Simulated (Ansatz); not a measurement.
The first iterations of a band of H3P + H6Si2 (12 atoms, charge 0, multiplicity 1).

These are results of RKS PBE0/6-31G* in Ansatz, not measurements.

| Property | Result |
| --- | --- |
| movable images | 7 |
| climbing image | yes |
| spring | 5.0 eV/Å² |
| optimiser | quadratic models (default) |
| start path | through a guess of the saddle point |
| force threshold | 0.03 eV/Å |
| iteration limit | 60 |
| end points | relaxed |

First end point:

```xyz
12
Properties=species:S:1:pos:R:3
Si 0.590 0.020 0.205
Si 0.846 0.016 2.529
H -0.460 -0.256 3.194
H 1.813 -1.038 2.949
H 1.349 1.334 3.007
H 1.886 0.327 -0.464
H -0.410 1.046 -0.208
H 0.118 -1.311 -0.270
P -3.913 0.091 0.738
H -3.444 -1.137 0.195
H -4.825 -0.552 1.620
H -2.882 0.148 1.716
```

Last end point:

```xyz
12
Properties=species:S:1:pos:R:3
Si -0.936 -0.054 -0.774
Si 0.447 -0.230 3.549
H 0.485 -0.692 4.963
H 1.653 -0.722 2.831
H 0.415 1.257 3.511
H -0.161 0.749 0.215
H -0.883 0.635 -2.093
H -0.299 -1.394 -0.907
P -3.107 -0.357 -0.221
H -2.834 -0.744 1.121
H -3.336 1.005 0.123
H -0.775 -0.767 2.889
```

| iteration | highest image above the first end (eV) | largest band force component (eV/Å) |
| --- | --- | --- |
| 1 | 29.755 | 89.925 |
| 2 | 10.467 | 36.940 |
| 3 | 4.777 | 21.030 |
| 4 | 4.631 | 9.718 |
| 5 | 3.428 | 4.507 |
| 6 | 2.627 | 1.863 |
| 7 | 2.073 | 1.030 |

Question: Does the band converge within its limit, and where does its top end?

Answer: The run converged. It ended after 23 iterations with the highest image 2.915 eV above the first end. Neighbouring images differ by up to 2.7 eV, so the band resolves the path poorly. A vibrational analysis at the climbing image gives one clearly imaginary mode, 1285i cm⁻¹: a first-order saddle point. The orbitals stay closed-shell, which can raise the energy where a bond breaks towards radicals; this wasn't checked here.

Run time: 12 min on 1 thread of Arm Neoverse V1, with other jobs on the host, peak memory 0.18 GiB.
